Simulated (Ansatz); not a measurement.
# CH₃BO (SMILES BC=O): functionals against CCSD(T) at one geometry

The atoms stand at a structure displaced at random from a GFN2-xTB minimum. How far do the functionals agree with CCSD(T) there?

The runs use Ansatz 0.2.0, Gaussian basis; single points in def2-TZVPP.

Cores are frozen in the correlated methods.

### Step 1. The starting structure

SMILES `BC=O`, 6 atoms, charge 0, spin multiplicity 1.

Atoms are counted from 1 here; the program's logs count them from 0.

Bond lengths: B1–C2 1.649 Å, B1–H4 1.441 Å, B1–H5 1.097 Å, C2–O3 1.230 Å, C2–H6 1.088 Å. Angles: C2–B1–H4 117.1°, C2–B1–H5 122.3°, H4–B1–H5 118.2°, B1–C2–O3 139.4°, B1–C2–H6 97.8°, O3–C2–H6 122.3°.

Coordinates:

```
B    -0.5301    0.1370   -0.6027
C     0.5480    0.0554    0.6418
O     1.5055    0.6839    1.0906
H    -0.2113   -0.6019   -1.7980
H    -1.5641    0.4754   -0.4622
H     0.2943   -0.9436    0.9905
```

### Step 2. CCSD(T)/def2-TZVPP

run/in.yaml

```yaml
crystal:
  periodic: [false, false, false]
  atoms:
    - {symbol: B, position_ang: [-0.530100, 0.137000, -0.602700]}
    - {symbol: C, position_ang: [0.548000, 0.055400, 0.641800]}
    - {symbol: O, position_ang: [1.505500, 0.683900, 1.090600]}
    - {symbol: H, position_ang: [-0.211300, -0.601900, -1.798000]}
    - {symbol: H, position_ang: [-1.564100, 0.475400, -0.462200]}
    - {symbol: H, position_ang: [0.294300, -0.943600, 0.990500]}
basis:
  gaussian: {orbitals: def2-TZVPP}
correlation: {method: ccsd_t}
output: {forces: true}
```

No record of the launch command was kept for these runs.

### Step 3. PBE0-D4/def2-TZVPP

Changes to run/in.yaml since step 2:

```diff
@@ -11,3 +11,3 @@
   gaussian: {orbitals: def2-TZVPP}
-correlation: {method: ccsd_t}
-output: {forces: true}
+hamiltonian: {xc: pbe0, dispersion: d4}
+output: {forces: true, orbitals: {seedname: orbitals}}
```

### Step 4. wB97M-V/def2-TZVPP

Changes to run/in.yaml since step 3:

```diff
@@ -11,3 +11,3 @@
   gaussian: {orbitals: def2-TZVPP}
-hamiltonian: {xc: pbe0, dispersion: d4}
-output: {forces: true, orbitals: {seedname: orbitals}}
+hamiltonian: {xc: {name: wB97M-V}}
+output: {forces: true}
```

### Step 5. r2SCAN-D4/def2-TZVPP

Changes to run/in.yaml since step 4:

```diff
@@ -11,3 +11,3 @@
   gaussian: {orbitals: def2-TZVPP}
-hamiltonian: {xc: {name: wB97M-V}}
+hamiltonian: {xc: r2scan, dispersion: d4}
 output: {forces: true}
```

### Step 6. PBE-D4/def2-TZVPP

Changes to run/in.yaml since step 5:

```diff
@@ -11,3 +11,3 @@
   gaussian: {orbitals: def2-TZVPP}
-hamiltonian: {xc: r2scan, dispersion: d4}
+hamiltonian: {xc: pbe, dispersion: d4}
 output: {forces: true}
```

### Step 7. r2SCAN0-D4/def2-TZVPP

Changes to run/in.yaml since step 6:

```diff
@@ -11,3 +11,3 @@
   gaussian: {orbitals: def2-TZVPP}
-hamiltonian: {xc: pbe, dispersion: d4}
+hamiltonian: {xc: {name: r2SCAN0}, dispersion: d4}
 output: {forces: true}
```

### Step 8. SPW92/def2-TZVPP

Changes to run/in.yaml since step 7:

```diff
@@ -11,3 +11,3 @@
   gaussian: {orbitals: def2-TZVPP}
-hamiltonian: {xc: {name: r2SCAN0}, dispersion: d4}
+hamiltonian: {xc: lda}
 output: {forces: true}
```

(Steps that only read results are left out.)

Q: Predict the outcome of this session. Wanted: energy less free atoms, CCSD(T)/def2-TZVPP; RMS force component; RMS force error; HOMO and LUMO, PBE0-D4; T1 diagnostic.

**Answer**, as computed:

| quantity | value |
| --- | --- |
| energy less free atoms, CCSD(T)/def2-TZVPP | -2115.9 kJ/mol |
| RMS force component | 1.745 to 1.972 eV/Å over the methods |
| RMS force error | PBE0-D4 0.367, wB97M-V 0.296, r2SCAN-D4 0.278, PBE-D4 0.271, r2SCAN0-D4 0.464, SPW92 0.479 eV/Å |
| HOMO and LUMO, PBE0-D4 | -7.33 and -2.39 eV |
| T1 diagnostic | 0.017 |

**Reading.** Against CCSD(T) the functionals' energies less atoms differ by -412.5 to -22.3 kJ/mol, PBE-D4 by -143.0 kJ/mol. The reference is not at the basis limit: in triple zeta CCSD(T) underbinds, which counts against methods that bind more; the gaps are no ranking. On forces the order runs from PBE-D4 to SPW92. Frozen-core CCSD(T) forces in triple zeta carry basis errors of their own, and this is one geometry, so small gaps rank nothing.
